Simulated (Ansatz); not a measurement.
Ansatz input

```yaml
crystal:
  lattice:
    - [-2.5514374119, 2.5514374119, 2.5514374119]
    - [2.5514374119, -2.5514374119, 2.5514374119]
    - [2.5514374119, 2.5514374119, -2.5514374119]
  atoms:
    - { symbol: Ba, position: [0.0, 0.0, 0.0] }
hamiltonian:
  xc: blyp
  pseudopotentials:
    kind: paw
    azcp:
      Ba: "pseudopotentials/Ba.paw.azcp"
basis:
  ecutwfc: 420
  fft_grid_basis: typed
kpoints:
  mp_grid: { grid: [14, 14, 14], shift: [0, 0, 0] }
magnetization:
  spin_polarized: false
scf:
  occupations: { method: fermi_dirac, width: 0.1 }
```

Terminal output

```
Engine: ansatz 0.2.0, x86_64-unknown-linux-gnu
Pseudopotentials: kind: paw
Pseudopotential: Ba, paw, valence charge 10, recommended cutoff 420 eV (normal) 
Functional definition: BLYP
  parameter beta = 0.0042
  parameter a = 0.04918
  parameter b = 0.132
  parameter c = 0.2533
  parameter d = 0.349
  exchange = b88_x(beta = beta)
  correlation = lyp_c(a = a, b = b, c = c, d = d)
Crystal: 1 atoms, lattice volume = 66.438 Å³
Basis set: ecut = 420 eV, 1289 PW (Γ), exchange–correlation on 60×60×60 points (8 copies of the dense FFT grid, shifted against one another)
Bands: 9, of which v1, the nominal top of the filled ones, is band 5 counted from 1 (4 counted from 0)
Symmetry: 48 space group operations
Space group: Im-3m (ITA 229), of the structure as read, at distance tolerance 4.1e-5 Å
k-points: 104 of 2744
Non-local potential: Ba, projectors of the file, l = 0: 3, l = 1: 2, l = 2: 2, l = 3: 2
PAW form: soft (Blöchl's): semilocal exchange-correlation on the pseudo side does not see the compensation charge
PAW frozen core: Ba, regenerated for the run's functional, and the local potential with it (the file was generated under x = pbe(κ = 0.804, μ = 0.2195149727645171), c = pbe(β = 0.06672455060314922))
PAW one-centre angular grid: Ba, 194 points (default); XC on 64 Gauss nodes
Initial density: superposition of atomic densities (neutral atoms: chi_scale 0, normalization atom), corrected by the library's trained network
Initial wavefunctions: pseudopotential atomic-orbital guess
Functional: x = b88, c = lyp
SCF iter   1: F=—  HF=-5968.316151 eV  |F-HF|=—  |Δ(HF+E_count)|=         —  Δρ=1.68e-3  dr2=1.14e-3  ethr=1.77e-3  ⟨swp⟩=7.8  Hψ=9321  notcnv=0
SCF iter   2: F=—  HF=-5968.316818 eV  |F-HF|=—  |Δ(HF+E_count)|=   6.67e-4  Δρ=9.72e-4  dr2=4.47e-4  ethr=1.14e-5  ⟨swp⟩=2.4  Hψ=2328  notcnv=0
SCF iter   3: F=—  HF=-5968.317443 eV  |F-HF|=—  |Δ(HF+E_count)|=   6.25e-4  Δρ=2.26e-4  dr2=5.82e-5  ethr=4.47e-6  ⟨swp⟩=3.0  Hψ=1648  notcnv=0
SCF iter   4: F=—  HF=-5968.317545 eV  |F-HF|=—  |Δ(HF+E_count)|=   1.01e-4  Δρ=7.47e-5  dr2=5.25e-6  ethr=5.82e-7  ⟨swp⟩=2.1  Hψ=1470  notcnv=0
iter 5 did not close the SCF: its close was put off for the readings that it lacked (scf_convergence_deferred on its scf_iter line)
SCF iter   5: F=-5968.317549 eV  HF=-5968.317549 eV  |F-HF|=3.28e-7  |Δ(HF+E_count)|=   4.48e-6  Δρ=1.18e-5  dr2=8.53e-8  ethr=5.25e-8  ⟨swp⟩=2.8  Hψ=1488  notcnv=0
SCF iter   6: F=-5968.317549 eV  HF=-5968.317549 eV  |F-HF|=3.68e-8  |Δ(HF+E_count)|=   3.87e-7  Δρ=3.94e-6  dr2=1.25e-8  ethr=8.53e-10  ⟨swp⟩=1.5  Hψ=2909  notcnv=0
SCF 1 converged in 6 iterations: F = -5968.317549 eV  dr2 = 1.25e-8
SCF converged after 6 iterations
Free energy (F): -5968.317549 eV
Harris-Foulkes:  -5968.317549 eV  (|F-HF|=3.68e-8)
Internal energy: -5968.270674 eV  (E = F + TS)
E sigma→0 (E₀):  -5968.294112 eV
Entropy (-TS):   -0.046875 eV (-46.875 meV/atom)
Fermi energy:    5.922824 eV
--- Per-component energies (eV) ---
  E_band       = -85.933249
  E_kinetic    = 166.010175
  E_local      = -391.354551  (includes V_loc(G=0)·N_el)
  E_nonlocal   = 57.536300
  E_hartree    = 123.982407
  E_xc         = -163.570040
  E_vxc        = -129.817012  (∫ρ·V_xc dr)
  E_paw        = -5247.483331  (= ΣΔE_a)
  E_vpaw       = -36.273358  (= ΣTr[D̂ρ^β])
  E_aug_tail   = -0.000002  (compensation charges beyond the density's cutoff)
  E_ewald      = -513.472046
  E_core_change = 0.080414  (= ΣΔE_core)
  E_smearing   = -0.046875  (= −TS)
  E_closure    = 0.000000  (closes the sum)
  Σ components = -5968.317549   (vs F -5968.317549, Δ=0.00e0)
```
